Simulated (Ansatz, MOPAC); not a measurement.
Species: aminoborane, BNH4, charge 0, multiplicity 1. SMILES: BN
Geometry from a B3LYP-D3(BJ)/def2-TZVP (Ansatz, a quantum-chemistry and plane-wave program) optimisation:
```
B
N 1 1.3876
H 2 1.0069 1 123.31
H 2 1.0069 3 113.37 1 180.00
H 1 1.1928 2 119.04 3 0.00
H 1 1.1928 5 121.92 2 180.00
```
Charge 0, spin multiplicity 1.

PM3 beside other levels, property by property. Conventions: valence correlation only; open shells spin-unrestricted; each state is the SCF solution reached for its charge and spin; dispersion terms only where a functional's name holds one; spin-orbit terms left out; non-relativistic; six Cartesian d functions in 6-31G* and its kin unless marked 5d. Basis-set limits of correlation are two-point, X^-3; Hartree-Fock from the larger set. The bracket is a focal-point correction in the basis named. Ab initio and DFT rows: single points at B3LYP-D3(BJ) geometries (Ansatz), with unscaled harmonic terms from B3LYP/6-31G* at its own minima, enthalpies of formation by atomisation with measured atoms. Semi-empirical rows: MOPAC heats of formation at their own minima for 298 K; differences of heats of formation at the shared geometry for vertical values.

Coupled cluster (Ansatz) is a level with limits of its own, used here on species with T1 under 0.025 (0.045 for open shells) and stable references: (a) RI-MP2/CBS(aug-cc-pVTZ,aug-cc-pVQZ)+[CCSD(T)-MP2]/aug-cc-pVTZ; (b) CCSD(T)/CBS(def2-TZVPPD,def2-QZVPPD).

| property | PM3 (MOPAC) | PM6 (MOPAC) | B3LYP/6-31G* (Ansatz) | PBE/def2-TZVPD (Ansatz) | to compare with |
|---|---|---|---|---|---|
| B-N bond dissociation enthalpy at 298 K, to [BH2] (BH2) + [NH2] (NH2) (kcal/mol) | 136.6 | 133.5 | 138.6 | 141.4 | 141.2 coupled cluster (b) |
| enthalpy of formation at 298 K (kcal/mol) | -15.4 | -13.0 | -18.9 | -25.1 | -17.1 coupled cluster (b) |
| B-H bond dissociation enthalpy at 298 K, to [BH]N (BNH3) + H atom (kcal/mol) | 93.4 | 92.5 | 106.6 | 100.8 | 105.9 coupled cluster (b) |
| vertical ionisation energy to the doublet (eV) | 11.17 | 10.72 | 11.17 | 11.24 | 11.44 coupled cluster (a) |

As the rows show:
- B-N bond dissociation enthalpy at 298 K, to [BH2] (BH2) + [NH2] (NH2): PM3 lies 4.6 kcal/mol below coupled cluster.
- enthalpy of formation at 298 K: PM3 lies 1.7 kcal/mol above coupled cluster.
- B-H bond dissociation enthalpy at 298 K, to [BH]N (BNH3) + H atom: PM3 lies 12.5 kcal/mol below coupled cluster.
- vertical ionisation energy to the doublet: PM3 lies 0.27 eV below coupled cluster.

The properties are those with a value to compare with, at most eight drawn at random. No case is left out for the size of its miss. Left out are saddle points of the reference geometry, anions that the best level run finds unbound, excited spin states, species near biochemistry, cases with under five habitual levels, runs that failed or whose electronic state is in doubt, and table entries that another table contradicts.
